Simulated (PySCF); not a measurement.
Species: AlClH2.
Z-matrix (Å and degrees, PBE0-D3(BJ)/def2-SVP geometry), rows numbered from 1:
```
Al
Cl  1  2.1064
H   1  1.5791  2  117.59
H   1  1.5790  2  117.67  3  -179.93
```

The closed-shell ground state was solved at several levels (PySCF, density fitting, gas phase, non-relativistic).

```
              level  basis functions  total energy (Eh)  HOMO (eV)  LUMO (eV)  gap (eV)  dipole (D)
      PBE0/pcSseg-1               58          -703.5822      -8.63      -1.74      6.89        1.59
CAM-B3LYP/def2-SVPD               67          -703.6821      -9.99      -0.76      9.23        1.42
```

Task: What might PBE/pcSseg-2 (114 basis functions) give for the same quantities?

Result: Total energy -703.5842 Eh, HOMO -7.31 eV, LUMO -2.48 eV, gap 4.83 eV, dipole 1.38 D.

Task: Over all these levels, which gives the widest orbital gap and which the narrowest?

Result: CAM-B3LYP/def2-SVPD (range-separated hybrid) has the widest, 9.23 eV, and PBE/pcSseg-2 (GGA) the narrowest, 4.83 eV. Functional and basis both differ between the two, so the spread mixes both effects.

Task: How far do the dipole and the HOMO energy spread over the levels?

Result: The dipole runs from 1.38 to 1.59 D (mean 1.46 D) and the HOMO from -9.99 to -7.31 eV.
